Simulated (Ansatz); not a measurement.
The input, for Ansatz 0.2.0:

```yaml
crystal:
  periodic: [false, false, false]
  atoms:
    - {symbol: Zr, position_ang: [0.000000, 0.000000, 0.000000]}
    - {symbol: S, position_ang: [0.000000, 0.000000, 2.454200]}
basis:
  gaussian: {orbitals: def2-TZVPP}
total_charge: 1
magnetization: {spin_polarized: true, initial_magnetization: 5}
correlation: {method: ccsdt_q, electrons: outside_noble_gas}
```

```sh
$ ansatz run in.yaml --threads 2 --pin off --events-out ev --progress --plain --max-ram 24576MiB --backend cuda --devices 0, --max-vram 18GiB
```

Problem. Roughly how long does this take on 2 threads of AMD EPYC 7R13 with a shared H100 80 GB, shared host, and how much host memory?

Solution. 45 s wall and 1.1 GiB.

```
1180 factors; integrals over basis functions are off by at most 2.2e-7 eV
mean field evaluation 1: about -12072.7487 eV, gradient 1.4e1 eV
mean field evaluation 2: about -12073.0076 eV, gradient 1.4e1 eV
mean field evaluation 4: about -12074.4385 eV, gradient 2.2e0 eV
mean field evaluation 8: about -12074.5372 eV, gradient 3.0e-1 eV
mean field evaluation 16: about -12074.5423 eV, gradient 1.4e-5 eV
mean field evaluation 32: about -12075.1280 eV, gradient 7.6e-4 eV
mean field evaluation 64: about -12074.5423 eV, gradient 9.0e-3 eV
mean field evaluation 96: about -12074.6662 eV, gradient 1.7e0 eV
mean field evaluation 128: about -12073.7653 eV, gradient 3.0e0 eV
mean field evaluation 160: about -12074.9942 eV, gradient 4.8e-2 eV
...
cycle  46  -4.85303179 eV  change    1.3e-7 eV  update   2.6e-6
cycle  47  -4.85303122 eV  change    5.7e-7 eV  update   2.3e-6
cycle  48  -4.85303089 eV  change    3.3e-7 eV  update   2.0e-6
cycle  49  -4.85303079 eV  change    1.0e-7 eV  update   1.8e-6
cycle   1  -4.85302943 eV  update   1.5e-6
cycle   2  -4.85302927 eV  change    1.7e-7 eV  update   1.4e-6
cycle   3  -4.85302899 eV  change    2.8e-7 eV  update   1.3e-6
cycle   4  -4.85303036 eV  change   -1.4e-6 eV  update   1.1e-6
cycle   5  -4.85303171 eV  change   -1.4e-6 eV  update   9.1e-7
cycle   6  -4.85303194 eV  change   -2.3e-7 eV  update   7.6e-7
perturbative correction -0.00686980 eV, -0.0002524606 hartree
Total energy: -12079.98786632 eV, -443.9313659775 hartree
```
